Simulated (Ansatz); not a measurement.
The input, for Ansatz 0.2.0:

```yaml
crystal:
  periodic: [false, false, false]
  atoms:
    - {symbol: P, position_ang: [0.000000, 0.000000, -3.065282]}
    - {symbol: O, position_ang: [0.000000, 0.000000, -0.004913]}
    - {symbol: Si, position_ang: [0.000000, 0.000000, 3.070196]}
basis:
  gaussian: {orbitals: STO-3G}
magnetization: {spin_polarized: false, initial_magnetization: 1}
correlation: {method: fic_nevpt4_sd, electrons: outside_noble_gas, active_space: {window: {electrons: 3, orbitals: 2}, states: [{multiplicity: 2, weights: [1, 0.5]}]}}
accuracy: high
scf: {lower_state_search: off}
```

```sh
$ ansatz run in.yaml --threads 1 --pin off --events-out ev --progress --plain --max-ram 2393MiB
```

One thing in this input was set wrong on purpose, beside settings that are merely unusual. What is the gravest fault, and what does the program do?

Coordinates in the wrong unit (values in bohr typed as Å, so distances are 1.89 times too long). How the run ends: converged.
```
these checks for a lower state are left out or cut short: stability, starts, cluster_reference, orbital_swaps, neighbouring_geometries, increment
348 factors; integrals over basis functions are off by at most 1.0e-8 eV
mean field evaluation 1: about -18901.6597 eV, gradient 2.1e1 eV
mean field evaluation 2: about -18901.6689 eV, gradient 2.1e1 eV
mean field evaluation 4: about -18901.1008 eV, gradient 2.1e1 eV
mean field evaluation 8: about -18933.3782 eV, gradient 6.3e0 eV
mean field evaluation 16: about -18933.8889 eV, gradient 1.5e-8 eV
mean field -18933.88890313 eV, -695.8075833391 hartree, gradient 1.5e-8 eV, S^2 0.750000; 0 other end points of the search recorded, 0 dependent functions left out
reference -18933.88890313 eV, -695.8075833391 hartree; 19, 18 occupied and 4, 5 virtual orbitals, 348 factors
state -18934.03788602 eV, -695.8130583593 hartree
state -18933.94505170 eV, -695.8096467612 hartree
state -18934.03788602 eV, -695.8130583593 hartree; corrected -18935.79853622 eV, -695.8777610609 hartree
state -18933.94505170 eV, -695.8096467612 hartree; corrected -18935.71550448 eV, -695.8747097008 hartree
Total energy: -18935.77085897 eV, -695.8767439408 hartree
Checks for a lower state left out: stability, starts, cluster_reference, orbital_swaps, neighbouring_geometries, increment
```
The total printed last is the weighted mean of the 2 states, 0.028 eV above the lowest of them, and is no single state's energy.
